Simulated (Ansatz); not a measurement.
Born–Oppenheimer molecular dynamics of AlH$_{3}$ (4 atoms, charge 0, multiplicity 1). It goes on from the last frame of an earlier run, with new velocities.

These are results of Ansatz, RKS BHLYP/def2-SVP, not measurements.

```json
{
 "ensemble": "NVT, Langevin thermostat",
 "time step": "0.5 fs",
 "steps asked": "400",
 "set temperature": "100 K",
 "friction": "0.01 /fs",
 "masses": "H 10 u",
 "seed": "271881"
}
```

First frame:

```xyz
4
Properties=species:S:1:pos:R:3
Al -0.539 0.744 -0.474
H -1.173 -0.042 -1.641
H -0.197 -0.119 0.792
H -0.043 2.284 -0.561
```

**Question.** How far do the bonds stretch over the last three quarters of this one trajectory? (Pairs bonded in most of those frames.)

**Answer.** 
```csv
bond,mean (Å),spread (Å),shortest,longest
Al1–H2,1.581,0.016,1.55,1.61
Al1–H3,1.577,0.026,1.53,1.63
Al1–H4,1.579,0.030,1.53,1.64
```

Mean temperature of the second half: 102 K. A run of 0.2 ps of so small a system gives no equilibrium averages.

The run took 95 s on 1 thread of Arm Neoverse V2, with other jobs on the host, peak memory 0.069 GiB.
